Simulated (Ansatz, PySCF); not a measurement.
Species: sum formula HOCl (charge 0, singlet). SMILES: OCl
Geometry: optimised at B3LYP-D3(BJ)/def2-TZVP (Ansatz, a quantum-chemistry and plane-wave program).


Property: enthalpy of formation at 298 K (from the atomisation energy, B3LYP-D3(BJ)/def2-TZVP harmonic zero-point and thermal terms from PySCF, and the atoms' enthalpies of formation in the G2/97 table; no spin-orbit terms, and no core term in the frozen-core levels), in kcal/mol. Correlated levels leave the core frozen unless marked. UHF or UKS for open shells. No spin-orbit coupling. No relativistic terms. FCI takes restricted orbitals. The coupled-cluster limit lacks core correlation, which all-electron functionals hold. CBS(X,Y): correlation extrapolated as X^-3; Hartree-Fock from the larger set. [CCSD(T)-MP2]/basis is that difference in the basis named.

Measured: -18.4 kcal/mol (Active Thermochemical Tables 1.112 (ions: stationary electron), as tabulated in the package chemicals); it holds spin-orbit and relativistic effects, which these rows lack, and core correlation, which the frozen-core levels lack.

| level | program | enthalpy of formation at 298 K (kcal/mol) | error against measurement |
|---|---|---|---|
| HF-D3(BJ)/def2-TZVPD | PySCF + dftd3 | 63.2 | 81.6 |
| r2SCAN/def2-TZVPD | Ansatz | -17.7 | 0.7 |
| TPSSh/def2-TZVPD | PySCF | -14.8 | 3.6 |
| CAM-B3LYP/def2-TZVPD | Ansatz | -15.7 | 2.7 |
| FCI/STO-3G | Ansatz | 30.5 | 48.9 |
| RI-MP2/CBS(def2-TZVPPD,def2-QZVPPD)+[CCSD(T)-MP2]/def2-TZVPPD | Ansatz | -19.3 | -0.9 |
| CCSD(T)/CBS(aug-cc-pV(T+d)Z,aug-cc-pV(Q+d)Z) | Ansatz | -19.3 | -0.9 |
